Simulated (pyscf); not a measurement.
Four-centre exchange: `[BH2][Cl]` + `[FH]` → `[F][BH][Cl]` + `[H][H]`

Gas phase, singlet surface, charge 0. Bonds broken: B1–H3, F5–H6. Bonds formed: B1–F5, H3–H6. Optimised with ωB97X-D3(BJ)/def2-SVP in PySCF.

Transition state (Å):

```xyz
6

B     -1.3215    -0.1584     0.0918
Cl    -0.9850     0.2791     1.7737
H     -0.4207    -1.0191    -0.3646
H     -2.4286    -0.4700    -0.2483
F     -0.7180     0.9392    -0.9319
H     -0.2535    -0.1074    -0.8991
```

One imaginary mode, 1217i cm⁻¹; descent along it reached the two sides named.

```csv
bond,change,reactant side (Å),saddle,product side
B1–H3,breaks,1.201,1.327,2.9
F5–H6,breaks,0.935,1.146,3.1
B1–F5,forms,2.032,1.618,1.317
H3–H6,forms,2.9,1.070,0.760
```

Electronic energies relative to the separated reactants (kcal/mol):

```json
[
 {"level": "ωB97X-D3(BJ)/def2-TZVP", "barrier": "14.9", "reaction energy": "-31.6", "reverse barrier": "46.5"},
 {"level": "PBE/def2-TZVP", "barrier": "7.9", "reaction energy": "-32.5", "reverse barrier": "40.4"},
 {"level": "r²SCAN/def2-TZVP", "barrier": "9.6", "reaction energy": "-34.2", "reverse barrier": "43.9"},
 {"level": "B3LYP-D3(BJ)/def2-TZVP", "barrier": "15.0", "reaction energy": "-32.6", "reverse barrier": "47.6"},
 {"level": "PBE0-D3(BJ)/def2-TZVP", "barrier": "11.5", "reaction energy": "-31.2", "reverse barrier": "42.8"},
 {"level": "M06-2X/def2-TZVP", "barrier": "15.2", "reaction energy": "-33.1", "reverse barrier": "48.3"},
 {"level": "ωB97M-D3(BJ)/def2-TZVP", "barrier": "14.4", "reaction energy": "-32.0", "reverse barrier": "46.4"},
 {"level": "HF/def2-TZVP", "barrier": "34.1", "reaction energy": "-30.1", "reverse barrier": "64.1"}
]
```

With ωB97M-D3(BJ)/def2-TZVP energies and thermal terms (ideal gas, 1 atm, RRHO with modes under 100 cm⁻¹ raised to 100, one conformer, R ln 2 for chiral ones without a mode under 150 cm⁻¹), in kcal/mol:

```
T (K)   ΔH‡   ΔG‡     ΔH     ΔG
-----  ----  ----  -----  -----
298    13.9  23.2  -34.3  -33.2
600    13.2  33.0  -33.9  -32.3
900    13.2  43.0  -33.5  -31.6
1200   13.6  52.8  -33.2  -31.0
```

The same reactants have a lower exit, to H₂B–F + HCl (barrier +7.4 kcal/mol at ωB97M-D3(BJ)/def2-TZVP, against +14.4 kcal/mol here). One saddle was located; it need not be the lowest between these sides.
